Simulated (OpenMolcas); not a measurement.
**One shape, several levels: [BCl2]+ (SMILES Cl[B+]Cl)**

Wanted: a comparison of 6 runs (B2PLYP/STO-3G, B3LYP/STO-3G, M06-2X/STO-3G, r2SCAN/STO-3G, MP2/STO-3G, CISD/STO-3G) of [BCl2]+. 

Program for the calculation: OpenMolcas 26.06.

1 further run of the same task is left out (for a known fault of the program).

## 1. The structure to begin with

The species is [BCl2]+ (3 atoms), meant as a singlet with charge +1. As SMILES, `Cl[B+]Cl`. The coordinates come from a GFN2-xTB relaxation.

Bond lengths: Cl1–B2 1.572 Å, B2–Cl3 1.572 Å. Angles: Cl1–B2–Cl3 179.8°.

## 2. A single-point energy at B2PLYP/STO-3G (run 1)

job.inp reads:

```
* BCl2 Kohn-Sham DFT
&GATEWAY
BasLib = $CurrDir
BasisSet
Cl.STO-3G....
Cl1 -1.238380 0.766480 -0.591300 angstrom
Cl3 1.237640 -0.767840 0.590740 angstrom
End of Basis
BasisSet
B.STO-3G....
B2 0.000740 0.001360 0.000550 angstrom
End of Basis
&SEWARD
GridInput
Grid=UltraFine
End of Grid
&SCF
Charge = 1
KSDFT = B2PLYP_SCF
Thresholds = 1e-10 1e-07 1e-07 1e-05
PrOrbitals = 1 1
&MBPT2
Frozen = 11
```

The basis set STO-3G is read from a file made from the Basis Set Exchange's data (not shown).

Command:

```bash
$ export MOLCAS_MEM=1860
$ pymolcas job.inp > job.log
```

The log of the run:

```text
--- Start Module: gateway ---
[...]
--- Stop Module: gateway /rc=_RC_ALL_IS_WELL_ ---
[...]
      Basis functions           23
[...]
--- Start Module: scf ---
[...]
       Convergence after  15 Iterations
[...]
::    Total KS-DFT energy                            -934.2549454577
[...]
      Total spin, S                                     0.0000000000
[...]
      Total electronic charge=   38.000000
      Total            charge=    1.000000
[...]
      Dipole Moment (debye):
      Origin of the operator (angstrom)=   -0.0002   -0.0004   -0.0002
                   X=  4.5628E-03               Y=  6.1827E-03               Z=  3.1695E-03           Total=  8.3121E-03
      Center of Charge (angstrom)
[...]
--- Stop Module: scf /rc=_RC_ALL_IS_WELL_ ---
[...]
--- Start Module: mbpt2 ---
[...]
 ###    WARNING: MP2 implementation intended for RHF references only         ###
 ###############################################################################
MBPT2 WARNING: Reference function according to RunFile:KS-DFT
I'll assume you know what you're doing and continue
WARNING!
Default frozen orbitals as non valence orbitals is overwritten by user input.
Default values:  11
[...]
       Reference weight ( Cref**2 )         =        0.92358
::    Total MBPT2 energy                             -934.3623506837
[...]
      Total MBPT2 calculations                           0.04      0.04
--- Stop Module: mbpt2 /rc=_RC_ALL_IS_WELL_ ---
[...]
```

Run time: 3.6 s. Hardware: 1 thread of Intel Xeon Platinum 8488C (Sapphire Rapids), shared host; peak memory 0.37 GiB.

## 3. A single-point energy at B3LYP/STO-3G (run 2)

job.input reads:

```
&gateway
 baslib = $CurrDir
 basisset
 Cl.STO-3G....
 Cl1 -1.238380 0.766480 -0.591300 angstrom
 Cl3 1.237640 -0.767840 0.590740 angstrom
 End of Basis
 basisset
 B.STO-3G....
 B2 0.000740 0.001360 0.000550 angstrom
 End of Basis

&seward
 gridinput
 Grid=UltraFine
 End of Grid

&scf
 charge = 1
 ksdft = B3LYP
 thresholds = 1e-10 1e-07 1e-07 1e-05
 prorbitals = 1 1
```

The basis set STO-3G is read from a file made from the Basis Set Exchange's data (not shown).

Command:

```bash
$ export MOLCAS_MEM=1860
$ pymolcas job.input > job.log
```

The log of the run:

```text
--- Start Module: gateway ---
[...]
--- Stop Module: gateway /rc=_RC_ALL_IS_WELL_ ---
--- Start Module: seward ---
[...]
      Basis functions           23
--- Stop Module: seward /rc=_RC_ALL_IS_WELL_ ---
--- Start Module: scf ---
[...]
       Convergence after  13 Iterations
[...]
::    Total KS-DFT energy                            -934.6248590602
[...]
      Total spin, S                                     0.0000000000
[...]
      Total electronic charge=   38.000000
      Total            charge=    1.000000
[...]
      Dipole Moment (debye):
      Origin of the operator (angstrom)=   -0.0002   -0.0004   -0.0002
                   X=  3.9777E-03               Y=  5.3555E-03               Z=  2.7592E-03           Total=  7.2192E-03
      Center of Charge (angstrom)
[...]
--- Stop Module: scf /rc=_RC_ALL_IS_WELL_ ---
[...]
```

Run time: 3.6 s. Hardware: 1 thread of Intel Xeon Platinum 8488C (Sapphire Rapids), shared host; peak memory 0.37 GiB.

Runs 3 to 5 aren't shown in full; the table further down has their settings and results.

## 4. A single-point energy at CISD/STO-3G (run 6)

job.inp reads:

```
* BCl2 CISD

&GATEWAY
 BasLib = $CurrDir
 BasisSet
 Cl.STO-3G....
 Cl1 -1.238380 0.766480 -0.591300 angstrom
 Cl3 1.237640 -0.767840 0.590740 angstrom
 End of Basis
 BasisSet
 B.STO-3G....
 B2 0.000740 0.001360 0.000550 angstrom
 End of Basis

&SEWARD

&SCF
 Charge = 1
 Thresholds = 1e-10 1e-07 1e-07 1e-05
 PrOrbitals = 1 1

&MOTRA
 Frozen = 11

&GUGA
 Electrons = 16
 Spin = 1
 Inactive = 8
 Active = 0
 CIAll = 1

&CPF
 SDCI
```

The basis set STO-3G is read from a file made from the Basis Set Exchange's data (not shown).

Command:

```bash
$ export MOLCAS_MEM=1860
$ pymolcas job.inp > job.log
```

The log of the run:

```text
--- Start Module: gateway ---
[...]
--- Stop Module: gateway /rc=_RC_ALL_IS_WELL_ ---
[...]
      Basis functions           23
[...]
       Convergence after  13 Iterations
[...]
::    Total SCF energy                               -933.2696539488
[...]
      Total spin, S                                     0.0000000000
[...]
      *** WARNING: Default frozen orbitals is overwritten by user input.
      *** Default values:  11
[...]
--- Start Module: guga ---
[...]
--- Stop Module: guga /rc=_RC_ALL_IS_WELL_ ---
--- Start Module: cpf ---
[...]
      Active orbitals                            0       0
[...]
      Spin quantum number                      0.0
[...]
     FINAL CI ENERGY          -933.35085736
     FINAL CORRELATION ENERGY   -0.08120341  REFERENCE ENERGY    -933.26965395
[...]
     REL. CI ENERGY           -933.35085736
[...]
      Total electronic charge=   38.000000
      Total            charge=    1.000000
[...]
      Dipole Moment (debye):
      Origin of the operator (angstrom)=   -0.0002   -0.0004   -0.0002
                   X=  4.1009E-03               Y=  5.0222E-03               Z=  2.7898E-03           Total=  7.0585E-03
      Quadrupole Moment (debye*angstrom):
[...]
--- Stop Module: cpf /rc=_RC_ALL_IS_WELL_ ---
[...]
```

Wall time 1.8 s (1 thread of Intel Xeon Platinum 8488C (Sapphire Rapids), shared host); peak memory 0.37 GiB.

## 5. The series

| run | level | frozen core orbitals | integration grid | energy (Eh) | HOMO energy (eV) | LUMO energy (eV) | HOMO–LUMO gap (eV) | wall time |
| --- | --- | --- | --- | --- | --- | --- | --- | --- |
| 1 | B2PLYP/STO-3G | 11 | UltraFine | -934.283945 | -18.49 | -6.21 | 12.28 | 3.6 s |
| 2 | B3LYP/STO-3G | – | UltraFine | -934.624859 | -17.11 | -8.08 | 9.03 | 3.6 s |
| 3 | M06-2X/STO-3G | – | UltraFine | -934.675157 | -18.62 | -6.90 | 11.72 | 3.9 s |
| 4 | r2SCAN/STO-3G | – | UltraFine | -934.611725 | -16.40 | -8.53 | 7.87 | 3.9 s |
| 5 | MP2/STO-3G | 11 | – | -933.345233 | -20.46 | -3.37 | 17.09 | 1.6 s |
| 6 | CISD/STO-3G | 11 | – | -933.350857 | -20.46 | -3.37 | 17.09 | 1.8 s |

## 6. Results

```
                                           quantity          value
                                run 6: total energy  -933.35086 Eh
         run 6: HOMO energy (Hartree–Fock orbitals)      -20.46 eV
         run 6: LUMO energy (Hartree–Fock orbitals)       -3.37 eV
       run 6: HOMO–LUMO gap (Hartree–Fock orbitals)       17.09 eV
run 6: correlation energy (11 core orbitals frozen)      -81.2 mEh
```

**Reading.** Over runs 1, 2, 3, 4 the HOMO–LUMO gap runs from 7.87 eV (r2SCAN/STO-3G) to 12.28 eV (B2PLYP/STO-3G). A double hybrid's value is that of its SCF part. For B2PLYP the log adds the whole second-order term; the table takes 0.27 of it, as the functional is defined. Totals of different functionals can't be ranked against each other. In runs 1, 2, 3, 4, 5, 6 the basis is minimal, so the values are rough. All runs together took 18 s, the longest 3.9 s.
